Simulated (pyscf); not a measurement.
Single points on ωB97X-D3(BJ)/def2-SVP structures (PySCF, gas phase). MP2 and CC: frozen core, UHF for open shells. ΔMP2 is the change of the MP2 total energy from the triple- to the quadruple-zeta basis.

### Question
For the elementary gas-phase step H₂S (SMILES S) + CH₃• (SMILES [CH3]) → H₃C–SH (SMILES CS) + H• (SMILES [H]) (doublet surface; H–S broken, C–S formed), what barrier and reaction energy does CCSD(T)/def2-TZVPP + ΔMP2(QZVPP) give, measured from the separated reactants?

### Answer
ΔE‡ = 83.2 kJ/mol, ΔE = +70.9 kJ/mol. Zero-point energy shifts the barrier by +8.8 kJ/mol. It is a substitution at S, with an imaginary mode of 696i cm⁻¹. The same reactants have a lower exit, to SH• + CH₄ (barrier +11.4 kJ/mol at ωB97M-D3(BJ), against +79.0 kJ/mol here). One saddle was located; it need not be the lowest between these sides. The angle at the attacked S is 156°. The CCSD(T) − MP2 part came from Ansatz, without density fitting, on the same reference.
